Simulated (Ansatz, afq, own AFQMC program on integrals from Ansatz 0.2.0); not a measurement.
AFQMC on a folder of integrals that Ansatz 0.2.0 wrote.

```yaml
crystal:
  periodic: [false, false, false]
  atoms:
    - {symbol: B, position_ang: [0.000000, 0.024631, 0.707241]}
    - {symbol: N, position_ang: [0.000000, -0.043245, -0.619792]}
    - {symbol: H, position_ang: [0.000000, 1.115161, 1.232352]}
    - {symbol: H, position_ang: [0.000000, -0.969115, 1.385961]}
    - {symbol: H, position_ang: [0.000000, 0.190722, -1.591212]}
basis:
  gaussian: {orbitals: cc-pVDZ}
magnetization: {spin_polarized: true, initial_magnetization: 1}
correlation: {method: ccsd_t, electrons: outside_noble_gas, hamiltonian_folder: ham}
```

```sh
$ ansatz run in.yaml --threads 1 --pin off --events-out ev --progress --plain --max-ram 1382MiB
```

afq runs on the folder ham with

```
--method free --trial cisd --walkers 60 --time-step 0.03 --max-blocks 80 --target-error 0.0004 --factor-cut 1e-05 --seed 5622 --times 0,0.21,0.42,0.81,1.2,1.8,2.4,3 --taylor-order 8
```

Times are imaginary, in 1/Eh. The walk had a cap of 1706 s.

Log:

```
orbitals 41  electrons 6 5  factors 322 of 397
reference energy -80.84705710 Eh
CCSD correlation -0.25953025 Eh in 13 cycles, weight of the determinant in the CISD state 0.8816
repeat  energy at the last time / Eh  error
    10  -81.113949  0.000837
    20  -81.113333  0.000715
    30  -81.112973  0.000622
    40  -81.113261  0.000588
    50  -81.113923  0.000583
    60  -81.114219  0.000625
    70  -81.114385  0.000588
    80  -81.114486  0.000537
time / (1/Eh)  energy / Eh  error  mean overlap
  0.00  -81.106772  0.000209  1.1351
  0.21  -81.110617  0.000193  1.1389
  0.42  -81.112633  0.000239  1.1426
  0.81  -81.114316  0.000295  1.1301
  1.20  -81.114090  0.000313  1.1614
  1.80  -81.114490  0.000426  1.1655
  2.40  -81.114253  0.000418  1.2036
  3.00  -81.114486  0.000537  1.2396
energy -81.114486 +/- 0.000537 Eh
```

The run passed its tests (error under three times the target), which doesn't prove that it has relaxed.

Against this walk (error 14.6 meV) on the same determinant: CCSD(T) 22.0 meV higher (within the noise), the released energy of a separate walk with a CISD trial 37.6 ± 24.5 meV lower (within the noise). The error is statistical, and a free projection of finite length keeps a remainder of its start.

Cautions: remainder of the start not in the error; error above the target (14.6 against 10.9 meV).

The walk took 4.5 min on 1 thread of Arm Neoverse V2 (shared host). The log's last line is the free-projection energy.

A walk keeps the symmetry of its determinant, which the program's search chose and which needn't be the lowest solution, so a lower state of the same spin and another symmetry isn't excluded.
